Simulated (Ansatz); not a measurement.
(LiH)3 ring (Li3H3), relaxed as a singlet with RKS r2SCAN-D4/def2-TZVP in Ansatz, starting from the GFN2-xTB geometry. Force threshold 0.02 eV/Å.

Start:

```xyz
6

Li    0.564   -1.357   -0.331
H     1.501   -0.126   -0.669
Li    0.810    1.241   -0.276
H    -0.616    1.484    0.366
Li   -1.374    0.115    0.607
H    -0.885   -1.358    0.303
```

```json
{"step": "1", "energy (eV)": "-662.3524", "largest force component (eV/Å)": "0.675", "SCF passes": "19"}
{"step": "2", "energy (eV)": "-662.5734", "largest force component (eV/Å)": "0.249", "SCF passes": "20"}
{"step": "3", "energy (eV)": "-662.5997", "largest force component (eV/Å)": "0.077", "SCF passes": "20"}
{"step": "4", "energy (eV)": "-662.6036", "largest force component (eV/Å)": "0.011", "SCF passes": "20"}
```

Force components are those of the run's own axes.

End:

```xyz
6

Li    0.610   -1.466   -0.360
H     1.634   -0.138   -0.725
Li    0.874    1.341   -0.299
H    -0.671    1.614    0.396
Li   -1.483    0.125    0.659
H    -0.962   -1.476    0.329
```

By distances, no bond broke or formed. The bond that changes most is Li1–H6, from 1.58 to 1.72 Å (atoms count from 1).

No frequencies were taken in this run, so the end may be a saddle point.

Hardware: 4 threads of Arm Neoverse V2 on a shared host. Wall time 2.4 s.
